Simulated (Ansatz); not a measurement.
Mulliken charges of ClH₃SSi (`S[SiH2]Cl`) from ωB97M-V/def2-TZVPP in Ansatz (PBE0-D4/def2-TZVP geometry).

```csv
atom,x (Å),y (Å),z (Å),charge (e)
S1,-1.236,-1.164,-0.153,-0.225
Si2,0.414,0.096,0.275,0.335
Cl3,-0.126,2.059,0.545,-0.211
H4,-1.434,-0.657,-1.382,0.122
H5,1.400,0.079,-0.827,-0.011
H6,0.982,-0.412,1.542,-0.010
```

Task: By hand: the dipole of these point charges (1 e Å = 4.8032 D).

Result: Σ q r = (0.243, -0.217, -0.163) e Å, of length 0.364 e Å = 1.75 D.

Task: How does the dipole of the full density compare? (An estimate is asked.)

Result: The calculation gave: (0.099, -0.115, -0.162) e Å, 1.07 D; the point charges give 1.64 times that, at 21° from its direction.

Point charges leave out the atoms' own dipoles, such as those of lone pairs, and Mulliken's split depends on the basis, so the two needn't agree.
